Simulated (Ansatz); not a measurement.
# C2H7Si radical: one species, many methods

An exercise on one series of results from a longer session: the logs are not shown, and one member is left open.

Program: Ansatz 0.2.0, Gaussian basis. Level of theory: functionals in def2-TZVPP, the program's frozen cores in correlated methods. These are calculated values, not measurements.

Levels to be run: LDA (SPW92), PBE-D4, revPBE-D4, BLYP-D4, r2SCAN-D4, B97M-V, PBE0-D4, B3LYP-D4, r2SCANh-D4, r2SCAN0-D4, HSE06-D4, BHLYP-D4, CAM-B3LYP-D4, LC-ωPBE, ωB97X-V, ωB97M-V, B2PLYP, PBE-QIDH; CCSD(T)/def2-SVP; CCSD(T)/def2-TZVPP; MP2/def2-QZVPP; extrapolation to the limit; RPA on PBE.

### The geometry

The geometry comes from an earlier relaxation with PBE0-D4 in a triple-zeta def2 set; it is a stationary point, not always the lowest conformer.

SMILES `C[SiH]C`, 10 atoms, charge 0, spin multiplicity 2.

Atoms are counted from 1 here; the program's logs count them from 0.

Bond lengths: C1–Si2 1.877 Å, C1–H4 1.095 Å, C1–H5 1.092 Å, C1–H6 1.092 Å, Si2–C3 1.877 Å, Si2–H7 1.495 Å, C3–H8 1.092 Å, C3–H9 1.092 Å, C3–H10 1.095 Å. Angles: Si2–C1–H4 110.6°, Si2–C1–H5 111.1°, Si2–C1–H6 111.0°, H4–C1–H5 108.0°, H4–C1–H6 108.0°, H5–C1–H6 108.1°, C1–Si2–C3 111.8°, C1–Si2–H7 110.2°, C3–Si2–H7 110.2°, Si2–C3–H8 111.0°, Si2–C3–H9 111.1°, Si2–C3–H10 110.6°, H8–C3–H9 108.1°, H8–C3–H10 108.0°, H9–C3–H10 108.0°.

Geometry (Å):

```xyz
10

C    -1.0653    0.7290   -0.8762
Si    0.5795    0.6764    0.0263
C     0.7450   -0.8633    1.0868
H    -1.1737   -0.1437   -1.5290
H    -1.1454    1.6253   -1.4945
H    -1.8991    0.7279   -0.1704
H     1.7071    0.7520   -0.9522
H    -0.0435   -0.9050    1.8418
H     1.7081   -0.8846    1.6006
H     0.6703   -1.7650    0.4696
```

Set-up of the first run:

File in.yaml:

```yaml
crystal:
  periodic: [false, false, false]
  atoms:
    - {symbol: C, position_ang: [-1.065258, 0.728980, -0.876188]}
    - {symbol: Si, position_ang: [0.579530, 0.676410, 0.026331]}
    - {symbol: C, position_ang: [0.744982, -0.863304, 1.086760]}
    - {symbol: H, position_ang: [-1.173670, -0.143740, -1.528996]}
    - {symbol: H, position_ang: [-1.145414, 1.625306, -1.494480]}
    - {symbol: H, position_ang: [-1.899086, 0.727928, -0.170422]}
    - {symbol: H, position_ang: [1.707099, 0.751950, -0.952223]}
    - {symbol: H, position_ang: [-0.043453, -0.905028, 1.841763]}
    - {symbol: H, position_ang: [1.708105, -0.884568, 1.600646]}
    - {symbol: H, position_ang: [0.670265, -1.765033, 0.469610]}
basis:
  gaussian: {orbitals: def2-TZVPP}
magnetization: {spin_polarized: true, initial_magnetization: 1}
hamiltonian: {xc: lda}
output: {orbitals: {seedname: orbitals}}
```

Among the steps run: LDA; PBE-D4 (GGA); revPBE-D4 (GGA); BLYP-D4 (GGA); r2SCAN-D4 (meta-GGA); B97M-V (meta-GGA); PBE0-D4 (hybrid); B3LYP-D4 (hybrid); r2SCANh-D4 (hybrid); r2SCAN0-D4 (hybrid); HSE06-D4 (hybrid); BHLYP-D4 (hybrid); CAM-B3LYP-D4 (range-separated); LC-ωPBE-D4 (range-separated; the results give it without D4); ωB97X-V (range-separated); ωB97M-V (range-separated); B2PLYP (double hybrid); PBE-QIDH (double hybrid).

One table of the session follows, with a row left open; its other results are not shown here.

It belongs to the step «Frontier levels by functional». 

```
  functional  HOMO (eV)  LUMO (eV)  gap (eV)
 LDA (SPW92)      -4.34      -3.06      1.28
      PBE-D4      -4.41      -2.62      1.78
   revPBE-D4      -4.40      -2.47      1.92
     BLYP-D4      -4.20      -2.68      1.52
   r2SCAN-D4          ?          ?         ?
      B97M-V      -4.40      -2.88      1.51
     PBE0-D4      -5.50      -1.69      3.81
    B3LYP-D4      -5.23      -2.12      3.11
  r2SCANh-D4      -5.13      -1.85      3.28
  r2SCAN0-D4      -5.74      -1.43      4.31
    HSE06-D4      -5.11      -2.07      3.03
    BHLYP-D4      -6.42      -0.94      5.48
CAM-B3LYP-D4      -6.71      -0.86      5.85
     LC-ωPBE      -8.15       0.61      8.76
     ωB97X-V      -7.63       0.03      7.65
     ωB97M-V      -7.24      -0.11      7.13
```

**Question.** Estimate the row for r2SCAN-D4.

Worked estimate for «HOMO (eV)». Against the share of exact exchange, r2SCANh-D4 (0.1, -5.13), r2SCAN0-D4 (0.25, -5.74) give a slope of -4.07 per unit share; at 0 the line stands at -4.72.

As computed: HOMO (eV): -4.73; LUMO (eV): -2.14; gap (eV): 2.59. In «HOMO (eV)» the line misses by +0.01.
